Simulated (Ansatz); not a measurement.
Computed with Ansatz on PBE0-D4/def2-TZVP structures; ΔE is electronic, products minus reactants. CBS: MP2 limit from def2 TZ/QZ plus the TZ coupled-cluster correction, frozen cores. Functionals use def2-TZVPP. B3LYP here is the variant with VWN-RPA as its local correlation; programs differ in this. HSE06 is defined as in plane-wave codes. One conformer a species, not always the lowest.

Reaction (isomerisation): `O=C(O)CS` → `O=CC(O)S`

`O=C(O)CS`:

Cartesian coordinates in Å:
```
O 1.570 0.971 -0.684
C 0.691 0.494 -0.024
O 0.853 0.124 1.258
C -0.708 0.228 -0.501
S -0.995 -1.540 -0.779
H 1.777 0.296 1.484
H -0.837 0.711 -1.468
H -1.439 0.622 0.204
H -0.912 -1.906 0.510
```

`O=CC(O)S`:

Cartesian coordinates in Å:
```
O 0.279 1.797 0.005
C -0.139 0.846 0.613
C -0.478 -0.435 -0.103
O -0.544 -0.256 -1.461
S 0.789 -1.630 0.485
H -0.246 0.842 1.711
H -1.412 -0.858 0.283
H -0.100 0.589 -1.640
H 1.850 -0.895 0.108
```

```
             level  ΔE (kJ/mol)  difference from CCSD(T)/CBS
       LDA (SPW92)         87.4                         -3.2
            PBE-D4         87.4                         -3.2
         revPBE-D4         86.3                         -4.3
           BLYP-D4         85.6                         -5.0
         r2SCAN-D4         93.1                          2.5
            B97M-V         93.4                          2.8
           PBE0-D4         93.4                          2.8
          B3LYP-D4         91.0                          0.4
        r2SCANh-D4         94.8                          4.2
        r2SCAN0-D4         97.0                          6.4
          BHLYP-D4         96.6                          6.0
      CAM-B3LYP-D4         95.3                          4.7
           ωB97X-V         95.9                          5.3
           ωB97M-V         94.5                          3.9
            B2PLYP         93.5                          2.9
               PBE         88.1                         -2.5
            revPBE         89.0                         -1.6
              BLYP         87.4                         -3.2
            r2SCAN         93.2                          2.6
              PBE0         93.9                          3.3
             B3LYP         92.2                          1.6
           r2SCANh         94.9                          4.3
           r2SCAN0         97.1                          6.5
             HSE06         93.7                          3.1
             BHLYP         97.4                          6.8
           LC-ωPBE        100.4                          9.8
RPA@PBE/def2-TZVPP         90.1                         -0.5
       HF/def2-SVP        109.0                         18.4
      MP2/def2-SVP        102.2                         11.6
     CCSD/def2-SVP         98.8                          8.2
  CCSD(T)/def2-SVP         97.4                          6.8
     HF/def2-TZVPP        104.7                         14.1
SCS-MP2/def2-TZVPP         93.8                          3.2
   CCSD/def2-TZVPP         93.7                          3.1
CCSD(T)/def2-TZVPP         91.5                          0.9
     HF/def2-QZVPP        104.2                         13.6
    MP2/def2-QZVPP         94.1                          3.5
SCS-MP2/def2-QZVPP         93.3                          2.7
      HF/CBS(def2)        104.1                         13.5
    CCSD/CBS(def2)         92.9                          2.3
       CCSD(T)/CBS         90.6                            0
```

Largest T1 diagnostic among the species: 0.015.

Leaving LDA and LC-ωPBE aside and taking each functional with its dispersion term where it has one, the values spread over 11.4 kJ/mol, from BLYP-D4 to r2SCAN0-D4. From PBE to PBE0 (25 % exact exchange), in def2-TZVPP and without D4, ΔE moves by +5.9 kJ/mol.
